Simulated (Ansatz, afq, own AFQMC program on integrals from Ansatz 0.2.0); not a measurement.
# N₂H₃ (quartet): quantum Monte Carlo beside coupled cluster at distance N1–H4 along a hydrogen transfer = 1.308 Å, cc-pVTZ

Aim: compute N₂H₃ (quartet) with auxiliary-field quantum Monte Carlo on the same integrals as coupled cluster, and set the energies side by side.

Computed with Ansatz 0.2.0, Gaussian basis, and an in-house AFQMC program (afq) on its integrals; all values are calculated. Level: cc-pVTZ, frozen cores.

Plan: PBE (unrestricted); r2SCAN (unrestricted); CCSD(T) on UHF; PBE0 (unrestricted); B3LYP (unrestricted); CCSD(T) on UHF; wB97M-V (unrestricted); B2PLYP (unrestricted); CCSD(T) on UHF; Phaseless AFQMC, CISD trial on UHF.

### Step 1. The geometry

The geometry derives from fragments relaxed apart (PBE0/def2-TZVP) and kept rigid, so it is no stationary point. A hydrogen atom is moved between rigid fragments.

5 atoms, charge 0, spin multiplicity 4.

Atoms are counted from 1 here; the program's logs count them from 0.

Bond lengths: N1–H2 1.012 Å, N1–H3 1.012 Å, N1–H4 1.308 Å, H4–N5 1.040 Å. Angles: H2–N1–H3 107.1°, H2–N1–H4 107.1°, H3–N1–H4 107.1°, N1–H4–N5 180.0°.

### Step 2. PBE (unrestricted)

Input file in.yaml:

```yaml
crystal:
  periodic: [false, false, false]
  atoms:
    - {symbol: N, position_ang: [-1.082791, -0.018366, -0.028586]}
    - {symbol: H, position_ang: [-1.380071, 0.949467, -0.028586]}
    - {symbol: H, position_ang: [-1.380071, -0.420665, 0.851673]}
    - {symbol: H, position_ang: [0.225209, -0.018366, -0.028587]}
    - {symbol: N, position_ang: [1.265209, -0.018365, -0.028587]}
basis:
  gaussian: {orbitals: cc-pVTZ}
magnetization: {spin_polarized: true, initial_magnetization: 3}
hamiltonian: {xc: {name: PBE}}
output: {orbitals: {seedname: orbitals}}
```

The run is started by

```sh
> ansatz run in.yaml --threads 1 --pin off --events-out ev --progress --plain --max-ram 5632MiB --backend cpu
```

The log of the run:

```text
Functional definition: PBE
  name "PBE"
  cite "Perdew, Burke & Ernzerhof, Phys. Rev. Lett. 77, 3865 (1996) doi:10.1103/PhysRevLett.77.3865"
  parent pbe
  parameter kappa = 0.804
  parameter beta = 0.06672455060314922
  exchange = pbe_x(kappa = kappa, mu = beta*pi^2/3)
  correlation = pbe_c(beta = beta)
530 factors; their error is unknown
mean field evaluation 1: about -3013.7675 eV, gradient 4.2e1 eV
mean field evaluation 2: about -2978.7291 eV, gradient 8.2e1 eV
mean field evaluation 4: about -3020.3023 eV, gradient 5.0e0 eV
mean field evaluation 8: about -3020.3997 eV, gradient 2.0e-1 eV
mean field evaluation 16: about -3020.3998 eV, gradient 1.1e-5 eV
mean field -3020.39983509 eV, -110.9976466389 hartree, gradient 1.1e-5 eV, S^2 3.756209; 0 other end points of the search recorded, 0 dependent functions left out
reference -3020.39985690 eV, -110.9976474404 hartree; 10, 7 occupied and 92, 95 virtual orbitals, 530 factors
Total energy: -3020.39985690 eV, -110.9976474404 hartree
```

Run time: 1.1 s. Hardware: 1 thread of AMD EPYC 7R13 (Zen 3), shared host; peak memory 1.9 GiB.

From the report: ⟨S²⟩ of the determinant 3.756 (pure quartet: 3.75).

### Step 3. r2SCAN (unrestricted)

in.yaml, as its differences from that of step 2:

```diff
@@ -11,3 +11,2 @@
 magnetization: {spin_polarized: true, initial_magnetization: 3}
-hamiltonian: {xc: {name: PBE}}
-output: {orbitals: {seedname: orbitals}}
+hamiltonian: {xc: {name: r2SCAN}}
```

The command is unchanged.

The log of the run:

```text
Functional definition: r2SCAN
  name "r2SCAN"
  cite "Furness, Kaplan, Ning, Perdew & Sun, J. Phys. Chem. Lett. 11, 8208 (2020) doi:10.1021/acs.jpclett.0c02405"
  cite "Furness, Kaplan, Ning, Perdew & Sun, J. Phys. Chem. Lett. 11, 9248 (2020) doi:10.1021/acs.jpclett.0c03077"
  parent r2scan
  parameter k0 = 0.174
  parameter k1 = 0.065
  parameter a1 = 4.9479
  exchange = r2scan_x(k0 = k0, k1 = k1, a1 = a1)
  correlation = r2scan_c
530 factors; their error is unknown
mean field evaluation 1: about -3017.1900 eV, gradient 3.8e1 eV
mean field evaluation 2: about -2991.5847 eV, gradient 7.2e1 eV
mean field evaluation 4: about -3022.5018 eV, gradient 4.3e0 eV
mean field evaluation 8: about -3022.6062 eV, gradient 1.4e-1 eV
mean field evaluation 16: about -3022.5949 eV, gradient 1.4e-4 eV
mean field -3022.59487948 eV, -111.0783130327 hartree, gradient 6.1e-5 eV, S^2 3.762639; 0 other end points of the search recorded, 0 dependent functions left out
reference -3022.59488713 eV, -111.0783133135 hartree; 10, 7 occupied and 92, 95 virtual orbitals, 530 factors
Total energy: -3022.59488713 eV, -111.0783133135 hartree
```

Run time: 2 s. Hardware: 1 thread of AMD EPYC 7R13 (Zen 3), shared host; peak memory 1.9 GiB.

From the report: ⟨S²⟩ of the determinant 3.763 (pure quartet: 3.75).

### Step 4. CCSD(T) on UHF

in.yaml, as its differences from that of step 3:

```diff
@@ -11,2 +11,2 @@
 magnetization: {spin_polarized: true, initial_magnetization: 3}
-hamiltonian: {xc: {name: r2SCAN}}
+correlation: {method: ccsd_t, electrons: outside_noble_gas, hamiltonian_folder: ham}
```

The run is started by

```sh
> ansatz run in.yaml --threads 1 --pin off --events-out ev --progress --plain --max-ram 16896MiB --backend cuda --devices 0, --max-vram 18GiB
```

The log of the run, cut to the lines that bear on the results:

```text
Functional definition: HF
  name "HF"
  cite "Fock, Z. Phys. 61, 126 (1930) doi:10.1007/BF01340294"
  parent pbe
[...]
595 factors; integrals over basis functions are off by at most 9.6e-4 eV
[...]
mean field -3007.72983718 eV, -110.5320328037 hartree, gradient 1.2e-6 eV, S^2 3.787176; 2 other end points of the search recorded, 0 dependent functions left out
determinant -3007.72983718 eV, -110.5320328037 hartree, with singles and doubles -3018.03475485 eV, -110.9107315435 hartree
determinant -3005.40694900 eV, -110.4466682377 hartree, with singles and doubles -3015.66074411 eV, -110.8234882578 hartree
determinant -3004.49122395 eV, -110.4130159630 hartree, with singles and doubles -3014.64477613 eV, -110.7861521233 hartree
2 core orbitals not correlated: weight in the atoms' cores, before any rotation towards them, 1.000 or more for the frozen orbitals, at most 0.000 for the correlated occupied ones
reference -3007.72983718 eV, -110.5320328037 hartree; 8, 5 occupied and 92, 95 virtual orbitals, 595 factors
second order -9.28479979 eV of doubles, -0.00000000 eV of singles
cycle   1  -10.19124383 eV  change   -9.4e-1 eV  update   1.8e-2
[...]
cycle  12  -10.22353171 eV  change    1.4e-6 eV  update   1.4e-5
perturbative correction -0.33827236 eV, -0.0124312798 hartree
Total energy: -3018.29164124 eV, -110.9201719440 hartree
```

Run time: 3.7 s. Hardware: 1 × NVIDIA H100 80GB HBM3 with 1 thread of AMD EPYC 7R13 (Zen 3), shared host; peak host memory 1.9 GiB.

From the report: ⟨S²⟩ of the determinant 3.787 (pure quartet: 3.75); correlation -10.5618 eV; T1 0.025; largest double amplitude 0.03.

This run also writes the integrals to the folder ham.

### Step 5. PBE0 (unrestricted)

in.yaml, as its differences from that of step 4:

```diff
@@ -11,2 +11,3 @@
 magnetization: {spin_polarized: true, initial_magnetization: 3}
-correlation: {method: ccsd_t, electrons: outside_noble_gas, hamiltonian_folder: ham}
+hamiltonian: {xc: {name: PBE0}}
+output: {orbitals: {seedname: orbitals}}
```

The run is started by

```sh
> ansatz run in.yaml --threads 1 --pin off --events-out ev --progress --plain --max-ram 5632MiB --backend cpu
```

The log of the run:

```text
Functional definition: PBE0
  name "PBE0"
  cite "Adamo & Barone, J. Chem. Phys. 110, 6158 (1999) doi:10.1063/1.478522"
  cite "Perdew, Burke & Ernzerhof, Phys. Rev. Lett. 77, 3865 (1996) doi:10.1103/PhysRevLett.77.3865"
  parent pbe
  parameter a = 0.25
  parameter kappa = 0.804
  parameter beta = 0.06672455060314922
  exchange = (1 - a)*pbe_x(kappa = kappa, mu = beta*pi^2/3) + a*exact_x
  correlation = pbe_c(beta = beta)
536 factors; their error is unknown
mean field evaluation 1: about -3016.2548 eV, gradient 3.3e1 eV
mean field evaluation 2: about -3004.3651 eV, gradient 5.6e1 eV
mean field evaluation 4: about -3020.5160 eV, gradient 2.5e0 eV
mean field evaluation 8: about -3020.5721 eV, gradient 1.2e-1 eV
mean field evaluation 16: about -3020.5689 eV, gradient 2.8e-4 eV
mean field -3020.56894209 eV, -111.0038612065 hartree, gradient 2.4e-5 eV, S^2 3.760927; 0 other end points of the search recorded, 0 dependent functions left out
reference -3020.56895872 eV, -111.0038618178 hartree; 10, 7 occupied and 92, 95 virtual orbitals, 536 factors
Total energy: -3020.56895872 eV, -111.0038618178 hartree
```

Wall time 1.3 s (1 thread of AMD EPYC 7R13 (Zen 3), shared host); peak memory 1.9 GiB.

From the report: ⟨S²⟩ of the determinant 3.761 (pure quartet: 3.75).

### Step 6. B3LYP (unrestricted)

in.yaml, as its differences from that of step 5:

```diff
@@ -11,3 +11,2 @@
 magnetization: {spin_polarized: true, initial_magnetization: 3}
-hamiltonian: {xc: {name: PBE0}}
-output: {orbitals: {seedname: orbitals}}
+hamiltonian: {xc: {name: B3LYP}}
```

The command is unchanged.

The log of the run, cut to the lines that bear on the results:

```text
Functional definition: B3LYP
  name "B3LYP"
  cite "Stephens, Devlin, Chabalowski & Frisch, J. Phys. Chem. 98, 11623 (1994) doi:10.1021/j100096a001"
  cite "Becke, Phys. Rev. A 38, 3098 (1988) doi:10.1103/PhysRevA.38.3098"
  cite "Lee, Yang & Parr, Phys. Rev. B 37, 785 (1988) doi:10.1103/PhysRevB.37.785"
  cite "Vosko, Wilk & Nusair, Can. J. Phys. 58, 1200 (1980) doi:10.1139/p80-159"
[...]
530 factors; their error is unknown
[...]
mean field -3024.22440250 eV, -111.1381968991 hartree, gradient 9.8e-6 eV, S^2 3.759788; 0 other end points of the search recorded, 0 dependent functions left out
reference -3024.22456093 eV, -111.1382027211 hartree; 10, 7 occupied and 92, 95 virtual orbitals, 530 factors
Total energy: -3024.22456093 eV, -111.1382027211 hartree
```

It took 1.3 s on 1 thread of AMD EPYC 7R13 (Zen 3), shared host; peak memory 1.9 GiB.

From the report: ⟨S²⟩ of the determinant 3.760 (pure quartet: 3.75).

### Step 7. CCSD(T) on UHF

in.yaml, as its differences from that of step 6:

```diff
@@ -9,4 +9,4 @@
 basis:
-  gaussian: {orbitals: cc-pVTZ}
+  gaussian: {orbitals: def2-TZVPP}
 magnetization: {spin_polarized: true, initial_magnetization: 3}
-hamiltonian: {xc: {name: B3LYP}}
+correlation: {method: ccsd_t, electrons: outside_noble_gas}
```

The run is started by

```sh
> ansatz run in.yaml --threads 1 --pin off --events-out ev --progress --plain --max-ram 16896MiB --backend cuda --devices 0, --max-vram 18GiB
```

The log of the run, cut to the lines that bear on the results:

```text
Functional definition: HF
  name "HF"
  cite "Fock, Z. Phys. 61, 126 (1930) doi:10.1007/BF01340294"
  parent pbe
[...]
625 factors; integrals over basis functions are off by at most 9.6e-4 eV
[...]
mean field -3007.85844288 eV, -110.5367589760 hartree, gradient 9.4e-7 eV, S^2 3.788516; 2 other end points of the search recorded, 0 dependent functions left out
determinant -3007.85844288 eV, -110.5367589760 hartree, with singles and doubles -3018.13570531 eV, -110.9144414042 hartree
determinant -3005.55489676 eV, -110.4521052177 hartree, with singles and doubles -3015.78312725 eV, -110.8279857553 hartree
determinant -3004.66102814 eV, -110.4192561518 hartree, with singles and doubles -3014.79615693 eV, -110.7917152649 hartree
2 core orbitals not correlated: weight in the atoms' cores, before any rotation towards them, 1.000 or more for the frozen orbitals, at most 0.000 for the correlated occupied ones
reference -3007.85844288 eV, -110.5367589760 hartree; 8, 5 occupied and 94, 97 virtual orbitals, 625 factors
second order -9.24764067 eV of doubles, -0.00000000 eV of singles
cycle   1  -10.16885835 eV  change   -9.0e-1 eV  update   1.9e-2
[...]
cycle  12  -10.19919345 eV  change    3.7e-6 eV  update   1.4e-5
perturbative correction -0.33864656 eV, -0.0124450315 hartree
Total energy: -3018.39628289 eV, -110.9240174537 hartree
```

It took 3.5 s on 1 × NVIDIA H100 80GB HBM3 with 1 thread of AMD EPYC 7R13 (Zen 3), shared host; peak host memory 1.9 GiB.

From the report: ⟨S²⟩ of the determinant 3.789 (pure quartet: 3.75); correlation -10.5378 eV; T1 0.026; largest double amplitude 0.04.

### Step 8. wB97M-V (unrestricted)

in.yaml, as its differences from that of step 7:

```diff
@@ -9,4 +9,5 @@
 basis:
-  gaussian: {orbitals: def2-TZVPP}
+  gaussian: {orbitals: cc-pVTZ}
 magnetization: {spin_polarized: true, initial_magnetization: 3}
-correlation: {method: ccsd_t, electrons: outside_noble_gas}
+hamiltonian: {xc: {name: wB97M-V}}
+output: {orbitals: {seedname: orbitals}}
```

The run is started by

```sh
> ansatz run in.yaml --threads 1 --pin off --events-out ev --progress --plain --max-ram 5632MiB --backend cpu
```

The log of the run, cut to the lines that bear on the results:

```text
Functional definition: wB97M-V
  name "wB97M-V"
  cite "Mardirossian & Head-Gordon, J. Chem. Phys. 144, 214110 (2016) doi:10.1063/1.4952647"
  cite "Becke, J. Chem. Phys. 107, 8554 (1997) doi:10.1063/1.475007"
  cite "Vydrov & Van Voorhis, J. Chem. Phys. 133, 244103 (2010) doi:10.1063/1.3521275"
  # Of w^i u^j: cxij and so on, Table III.
[...]
  gx(w, u) = 1 - cx + cx01*u + cx10*w
  gss(w, u) = css00 + css04*u^4 + css10*w + css20*w^2 + css43*w^4*u^3
  gos(w, u) = cos00 + cos10*w + (cos20 + cos21*u)*w^2 + (cos60 + cos61*u)*w^6
[...]
      + integral(e_c_pw_mod_opposite_spin*gos(b97_w_opposite, b97_u_opposite)) + vv10(b, c)
530 factors; their error is unknown
117 factors; integrals over basis functions are off by at most 7.2e-5 eV
[...]
mean field -3022.60354593 eV, -111.0786315186 hartree, gradient 2.3e-5 eV, S^2 3.760745; 0 other end points of the search recorded, 0 dependent functions left out
reference -3022.60357346 eV, -111.0786325304 hartree; 10, 7 occupied and 92, 95 virtual orbitals, 530 factors
Total energy: -3022.60357346 eV, -111.0786325304 hartree
```

Run time: 4.1 s. Hardware: 1 thread of AMD EPYC 7R13 (Zen 3), shared host; peak memory 1.9 GiB.

From the report: ⟨S²⟩ of the determinant 3.761 (pure quartet: 3.75).

### Step 9. B2PLYP (unrestricted)

in.yaml, as its differences from that of step 8:

```diff
@@ -11,3 +11,3 @@
 magnetization: {spin_polarized: true, initial_magnetization: 3}
-hamiltonian: {xc: {name: wB97M-V}}
-output: {orbitals: {seedname: orbitals}}
+hamiltonian: {xc: {name: B2PLYP}}
+correlation: {electrons: outside_noble_gas}
```

Same command.

The log of the run, cut to the lines that bear on the results:

```text
Functional definition: B2PLYP
  name "B2PLYP"
  cite "Grimme, J. Chem. Phys. 124, 034108 (2006) doi:10.1063/1.2148954"
  cite "Becke, Phys. Rev. A 38, 3098 (1988) doi:10.1103/PhysRevA.38.3098"
  cite "Lee, Yang & Parr, Phys. Rev. B 37, 785 (1988) doi:10.1103/PhysRevB.37.785"
[...]
595 factors; integrals over basis functions are off by at most 9.6e-4 eV
[...]
mean field -3018.55753726 eV, -110.9299434424 hartree, gradient 7.1e-6 eV, S^2 3.768947; 0 other end points of the search recorded, 0 dependent functions left out
2 core orbitals not correlated: weight in the atoms' cores, before any rotation towards them, 1.000 or more for the frozen orbitals, at most 0.000 for the correlated occupied ones
reference -3018.55763899 eV, -110.9299471809 hartree; 8, 5 occupied and 92, 95 virtual orbitals, 595 factors
second order -11.38362946 eV of doubles, -0.00000000 eV of singles
Total energy: -3021.63121894 eV, -111.0428991608 hartree
```

Wall time 2 s (1 thread of AMD EPYC 7R13 (Zen 3), shared host); peak memory 1.9 GiB.

From the report: ⟨S²⟩ of the determinant 3.769 (pure quartet: 3.75).

### Step 10. CCSD(T) on UHF

in.yaml, as its differences from that of step 9:

```diff
@@ -9,5 +9,4 @@
 basis:
-  gaussian: {orbitals: cc-pVTZ}
+  gaussian: {orbitals: "def2-QZVPP.json"}
 magnetization: {spin_polarized: true, initial_magnetization: 3}
-hamiltonian: {xc: {name: B2PLYP}}
-correlation: {electrons: outside_noble_gas}
+correlation: {method: ccsd_t, electrons: outside_noble_gas}
```

The run is started by

```sh
> ansatz run in.yaml --threads 1 --pin off --events-out ev --progress --plain --max-ram 16896MiB --backend cuda --devices 0, --max-vram 18GiB
```

The log of the run, cut to the lines that bear on the results:

```text
Functional definition: HF
  name "HF"
  cite "Fock, Z. Phys. 61, 126 (1930) doi:10.1007/BF01340294"
  parent pbe
[...]
1232 factors; integrals over basis functions are off by at most 1.2e-3 eV
[...]
mean field -3007.99884133 eV, -110.5419185239 hartree, gradient 1.8e-6 eV, S^2 3.789559; 1 other end points of the search recorded, 0 dependent functions left out
determinant -3007.99884133 eV, -110.5419185239 hartree, with singles and doubles -3018.98577668 eV, -110.9456809508 hartree
determinant -3004.83226013 eV, -110.4255488115 hartree, with singles and doubles -3015.70645219 eV, -110.8251679986 hartree
2 core orbitals not correlated: weight in the atoms' cores, before any rotation towards them, 1.000 or more for the frozen orbitals, at most 0.000 for the correlated occupied ones
reference -3007.99884133 eV, -110.5419185239 hartree; 8, 5 occupied and 194, 197 virtual orbitals, 1232 factors
second order -9.95063253 eV of doubles, -0.00000000 eV of singles
cycle   1  -10.74517095 eV  change    -1.2e0 eV  update   2.2e-2
[...]
cycle  13  -10.78618719 eV  change   -4.3e-6 eV  update   9.9e-6
perturbative correction -0.38974000 eV, -0.0143226807 hartree
Total energy: -3019.17476851 eV, -110.9526262728 hartree
```

It took 4.8 s on 1 × NVIDIA H100 80GB HBM3 with 1 thread of AMD EPYC 7R13 (Zen 3), shared host; peak host memory 1.9 GiB.

From the report: ⟨S²⟩ of the determinant 3.790 (pure quartet: 3.75); correlation -11.1759 eV; T1 0.026; largest double amplitude 0.03.

### Step 11. Phaseless AFQMC, CISD trial on UHF

It reads the integrals that the CCSD(T) run on this determinant wrote.

The run is started by

```sh
> afq ham --method phaseless --trial cisd --walkers 900 --populations 20 --least-time 60 --time-step 0.005 --steps-per-block 50 --equilibration-blocks 28 --max-blocks 4000 --target-error 0.00021 --factor-cut 1e-05 --start spin_pure --seed 105 --release-times 0.24,0.51,0.99,1.62,2.4 --release-step 0.03 --release-every 3 --taylor-order 6
```

The log of the run:

```text
orbitals 100  electrons 8 5  factors 595 of 595
reference energy -110.53203280 Eh
CCSD correlation -0.37570803 Eh in 17 cycles, weight of the determinant in the CISD state 0.8778
energy of the start -110.905935 Eh
 block  time / (1/Eh)  mean weight  energy / Eh
     1     0.250  1.0006  -110.905402
     2     0.500  0.9994  -110.910499
     3     0.750  1.0002  -110.914292
     4     1.000  0.9994  -110.917601
     5     1.250  1.0004  -110.919281
     6     1.500  1.0003  -110.920617
     7     1.750  1.0002  -110.920966
     8     2.000  0.9997  -110.921707
     9     2.250  0.9993  -110.918312
    10     2.500  0.9996  -110.920035
    13     3.250  1.0002  -110.923751
    17     4.250  1.0004  -110.921080
    21     5.250  1.0001  -110.920942
    25     6.250  0.9999  -110.921699
    29     7.250  1.0006  -110.922582
    33     8.250  1.0012  -110.921095
    37     9.250  1.0006  -110.922009
    41    10.250  1.0002  -110.922017
    45    11.250  1.0007  -110.919618
    49    12.250  0.9990  -110.925350
    53    13.250  1.0004  -110.920992
    57    14.250  1.0004  -110.920605
    61    15.250  1.0002  -110.921718
    65    16.250  1.0012  -110.922249
    69    17.250  0.9999  -110.918182
    73    18.250  1.0008  -110.920959
    77    19.250  1.0002  -110.918452
    81    20.250  1.0014  -110.919094
    85    21.250  1.0007  -110.919673
    89    22.250  1.0010  -110.920055
    93    23.250  1.0010  -110.919920
    97    24.250  1.0021  -110.922096
   101    25.250  1.0007  -110.923659
   105    26.250  0.9994  -110.918786
   109    27.250  0.9995  -110.918696
   113    28.250  1.0006  -110.918699
   117    29.250  0.9993  -110.919651
   121    30.250  1.0011  -110.920592
   125    31.250  1.0000  -110.922543
   129    32.250  1.0002  -110.921060
   133    33.250  1.0001  -110.917628
   137    34.250  1.0003  -110.921547
   141    35.250  0.9997  -110.920318
   145    36.250  1.0010  -110.919653
   149    37.250  0.9995  -110.919525
   153    38.250  1.0001  -110.922329
   157    39.250  0.9998  -110.923513
   161    40.250  1.0008  -110.921548
   165    41.250  1.0000  -110.921345
   169    42.250  1.0001  -110.920438
   173    43.250  1.0002  -110.920324
   177    44.250  1.0004  -110.921956
   181    45.250  1.0004  -110.921152
   185    46.250  1.0005  -110.918703
   189    47.250  0.9988  -110.919022
error from the spread of 20 populations
released: time / (1/Eh)  energy / Eh  error  mean overlap
  0.24  -110.921417  0.000149  0.9932
  0.51  -110.921600  0.000176  0.9883
  0.99  -110.921810  0.000165  0.9813
  1.62  -110.921645  0.000219  0.9689
  2.40  -110.925547  0.003812  0.9594
energy -110.920923 +/- 0.000226 Eh
```

It took 3.9 min on 1 × NVIDIA H100 80GB HBM3 with 2 threads of AMD EPYC 7R13 (Zen 3), shared host; peak host memory 1.9 GiB.

Energy -3018.3121 ± 0.0061 eV. Caveats: constraint bias not in the error.

### Step 12. AFQMC on the ladder

On the UHF determinant, counted from CCSD(T) (a yardstick, not exact):

```
                                               level  energy (eV)  from CCSD(T) (kcal/mol)  statistical error (kcal/mol)     time
                                                  HF   -3007.7298                  +243.56                                       
                                                 MP2   -3017.0146                   +29.45                                       
                                                CCSD   -3017.9534                    +7.80                                       
                                             CCSD(T)   -3018.2916                     0.00                                       
Phaseless AFQMC, CISD trial, step 0.005, 900 walkers   -3018.3121                    -0.47                          0.14  3.9 min
```

The functionals' totals stand on their own zeros and serve differences with other points: PBE -3020.400 eV; r2SCAN -3022.595 eV; PBE0 -3020.569 eV; B3LYP -3024.225 eV; wB97M-V -3022.604 eV; B2PLYP -3021.631 eV.

### Step 13. What came out

| quantity | value |
| --- | --- |
| Phaseless AFQMC, CISD trial on UHF from CCSD(T) | -0.47 ± 0.14 kcal/mol |

In words: On UHF the phaseless walk with the CISD trial lies -0.47 kcal/mol from CCSD(T), 3 times its error bar. Error bars are statistical and leave out the constraint, the time step and what remains of the start.
